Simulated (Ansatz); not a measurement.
H₄P₂, SMILES PP, the interaction energy of a dimer with the counterpoise correction

Program: Ansatz 0.2.0 through its Python package.

`run_dimer.py`
```python
"""Interaction energy of two H4P2 molecules, with the counterpoise correction."""

import ansatz as az

FIRST = [
    ("P", (0.3564, -1.013, -0.08)),
    ("P", (-0.356, 1.0131, 0.0752)),
    ("H", (-0.4856, -1.4853, 0.9276)),
    ("H", (-0.5605, -1.3591, -1.0736)),
    ("H", (0.4921, 1.4883, -0.926)),
    ("H", (0.5536, 1.356, 1.0767)),
]
SECOND = [
    ("P", (2.5701, 1.9048, 0.0211)),
    ("P", (3.8101, 0.1785, -0.3243)),
    ("H", (3.5196, 2.543, 0.8201)),
    ("H", (3.0154, 2.5703, -1.1219)),
    ("H", (2.8578, -0.4648, -1.116)),
    ("H", (3.373, -0.4824, 0.8247)),
]

def energy(atoms, ghosts=()):
    molecule = az.Crystal.molecule()
    for symbol, xyz in atoms:
        molecule = molecule.atom(symbol, xyz)
    calc = (
        molecule.calculation()
        .basis(gaussian="def2-SVP")  # atom-centred Gaussian functions
        .functional("pbe0", dispersion="d4")
    )
    deck = calc.input()
    if ghosts:
        deck = deck.set(az.key.basis.gaussian.ghost_atoms, [{"symbol": s, "position_ang": list(xyz)} for s, xyz in ghosts])
    return az.Session.from_dict(deck).plan().execute().report["free_energy_ev"]

# monomers in their own basis and in the basis of the dimer
both = energy(FIRST + SECOND)
alone = energy(FIRST) + energy(SECOND)
ghosted = energy(FIRST, SECOND) + energy(SECOND, FIRST)
print(f"dimer {both:.6f} eV")
print(f"interaction, uncorrected   {23.060548 * (both - alone):8.3f} kcal/mol")
print(f"interaction, counterpoise  {23.060548 * (both - ghosted):8.3f} kcal/mol")
print(f"basis-set superposition    {23.060548 * (alone - ghosted):8.3f} kcal/mol")
```

```console
$ python run_dimer.py
dimer -37258.118408 eV
interaction, uncorrected     14.483 kcal/mol
interaction, counterpoise    16.155 kcal/mol
basis-set superposition       1.672 kcal/mol
```

Uncorrected it is 14.483 kcal/mol, with the counterpoise correction 16.155 kcal/mol; the difference, 1.67 kcal/mol, is the superposition error. In this basis both values are repulsive.

Reading the output:
- Total energies depend on the basis set; only differences at equal settings carry meaning.
- The dimer is a generated trial pose of unrelaxed monomers, not a minimum, so the figure is no binding energy, and the basis set is small.
- Run time: 12 s on 1 thread of Arm Neoverse V2, on a shared host, peak memory 0.3 GiB.

(Lines on the test bed's own set-up are left out of the output.)
